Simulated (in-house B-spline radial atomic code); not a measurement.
Functionals against NIST's ionisation energies along a row: Mg to Ar

Ionisation energies as differences of self-consistent total energies from an all-electron radial atomic-structure program (B-spline basis): all electrons, radial basis limit, scalar-relativistic (one-electron X2C), spin-polarised at highest spin, spherical densities; exact exchange is averaged over the determinants of each configuration. No spin-orbit coupling, Breit or QED terms. NIST's values run from ground level to ground level, so in open shells the differences also hold multiplet and fine-structure energies that spherical high-spin averages miss. Columns give computed minus NIST, in eV; a star marks a semi-empirical value. Species are left out where the tabulated value is theory, is uncertain by more than 0.12 eV, or (13 ions, such as In⁴⁺, Te⁴⁺ and Bi⁴⁺) lies off its series for all methods alike, which flatters the means a little.

| species | shell | NIST (eV) | Hartree-Fock | PBEsol | SCAN | TPSSh | revTPSS | OLYP |
| --- | --- | --- | --- | --- | --- | --- | --- | --- |
| Mg | 3s | 7.65 | -1.03 | -0.11 | -0.24 | -0.10 | -0.07 | -0.10 |
| Al | 3p | 5.99 | -0.50 | -0.06 | -0.09 | -0.04 | -0.07 | -0.20 |
| Si | 3p | 8.15 | -0.51 | +0.08 | +0.27 | +0.16 | +0.15 | -0.05 |
| P | 3p | 10.49 | -0.45 | 0.00 | +0.42 | +0.18 | +0.16 | -0.10 |
| S | 3p | 10.36 | -1.33 | -0.15 | -0.42 | -0.22 | -0.25 | -0.27 |
| Cl | 3p | 12.97 | -1.21 | +0.05 | +0.15 | +0.08 | +0.07 | -0.05 |
| Ar | 3p | 15.76 | -1.02 | 0.00 | +0.41 | +0.14 | +0.13 | -0.01 |

(1) How do the methods rank, and which species is hardest?

Results:

(1) Mean absolute (signed) differences: PBEsol 0.06 (-0.03) eV; OLYP 0.11 (-0.11) eV; revTPSS 0.13 (+0.02) eV; TPSSh 0.13 (+0.03) eV; SCAN 0.29 (+0.07) eV; Hartree-Fock 0.86 (-0.86) eV. For S, which loses a 3p electron, the nearest method is off by -0.15 eV, the largest such miss. Hartree-Fock comes too low mainly by the correlation energy of the removed electron.
